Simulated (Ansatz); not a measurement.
What does this script print? It uses Ansatz 0.2.0 through its Python package.

The script, `h3ops2_bend.py`:
```python
import ansatz as az
from ase import Atoms


def main() -> None:
    atoms = Atoms(['O', 'P', 'S', 'S', 'H', 'H', 'H'], positions=[
        (-1.0504, 0.7748, -0.0838),
        (-0.639, -0.7006, 0.2019),
        (0.9908, -0.2327, 1.3866),
        (0.4716, -0.99, -1.6002),
        (-1.5174, 0.8499, -0.999),
        (0.3521, 0.4109, 2.3741),
        (1.4535, -0.1803, -1.3252),
    ])

    first = (
        az.Crystal.molecule_from_ase(atoms).calculation()
        .basis(gaussian='6-31G*')
        .functional('pbe0')
        .relax(force_tolerance=0.02, max_steps=80)
    )
    atoms.positions = first.run(threads=1, pin='off').report['positions_ang']

    rows = []
    for angle in [85, 95, 105, 115, 125, 140, 160]:
        bent = atoms.copy()
        bent.set_angle(1, 2, 5, angle, indices=[5])
        calculation = (
            az.Crystal.molecule_from_ase(bent).calculation()
            .basis(gaussian='6-31G*')
            .correlation('mp2')
        )
        rows.append((angle, calculation.run(threads=1, pin='off').report['free_energy_ev']))
    floor = min(e for _, e in rows)
    for angle, e in rows:
        print(f'angle P1-S2-H5 = {angle:3d} deg   {1000 * (e - floor):9.1f} meV')


if __name__ == '__main__':
    main()
```

Running `python h3ops2_bend.py` prints:
```text
angle P1-S2-H5 =  85 deg        81.0 meV
angle P1-S2-H5 =  95 deg         0.0 meV
angle P1-S2-H5 = 105 deg        60.2 meV
angle P1-S2-H5 = 115 deg       245.9 meV
angle P1-S2-H5 = 125 deg       539.3 meV
angle P1-S2-H5 = 140 deg      1131.6 meV
angle P1-S2-H5 = 160 deg      2016.2 meV
```

Notes:
- The scan is rigid, and the energies are electronic, in a modest basis. The zero is the lowest point of the grid, which needn't be the minimum.
- The start is relaxed with a density functional and scanned with the wavefunction method, so it isn't exactly that method's minimum.
- Hardware and time: 43 s on 1 thread of Arm Neoverse V2, on a shared host, peak memory 0.23 GiB.
